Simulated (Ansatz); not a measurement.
# BSiN+ (doublet): the correlation ladder, def2-QZVPP

The task here is to estimate one member of a computed series from the others.

Computed with Ansatz 0.2.0, Gaussian basis. Level: def2-QZVPP, core rule «outside noble gas», up to 7 orbitals frozen.

To be run: UHF; ROHF; CCSD(T) on UHF.

2 further runs of the same task are left out: 2 set aside as unsound or not needed.

**The geometry**

The geometry is a PBE0/def2-TZVP stationary point (not a proven minimum) of the parent state, kept for this charge and spin.

3 atoms, charge 1, spin multiplicity 2.

Atoms are counted from 1 here; the program's logs count them from 0.

Bond lengths: B1–Si2 2.078 Å, B1–N3 1.314 Å, Si2–N3 1.664 Å. Angles: Si2–B1–N3 53.1°, B1–Si2–N3 39.2°, B1–N3–Si2 87.7°.

Set-up of the first run:

Contents of in.yaml:

```yaml
crystal:
  periodic: [false, false, false]
  atoms:
    - {symbol: B, position_ang: [0.000000, 0.623020, 1.187620]}
    - {symbol: Si, position_ang: [0.000000, 0.060547, -0.812768]}
    - {symbol: N, position_ang: [0.000000, -0.602279, 0.713061]}
basis:
  gaussian: {orbitals: "def2-QZVPP.json"}
total_charge: 1
magnetization: {spin_polarized: true, initial_magnetization: 1}
hamiltonian: {xc: hf}
output: {orbitals: {seedname: orbitals}}
```

The run is started by

```console
> ansatz run in.yaml --threads 1 --pin off --events-out ev --progress --plain --max-ram 2393MiB
```

Among the steps run: UHF; ROHF; CCSD(T) on UHF.

One of the session's tables, all rows but one given; the rest of the session is left out.

| method | from UCCSD(T) (kJ/mol) |
| --- | --- |
| ROHF | +1021.5 |
| UHF | +1012.1 |
| UMP2 | +88.5 |
| UCCSD | ? |
| UCCSD(T) | 0 |

**Question.** Estimate the row for UCCSD.

**Answer.** from UCCSD(T) (kJ/mol): +59.1. In the column «from UCCSD(T) (kJ/mol)» it lies between UCCSD(T) (0) and UMP2 (+88.5).
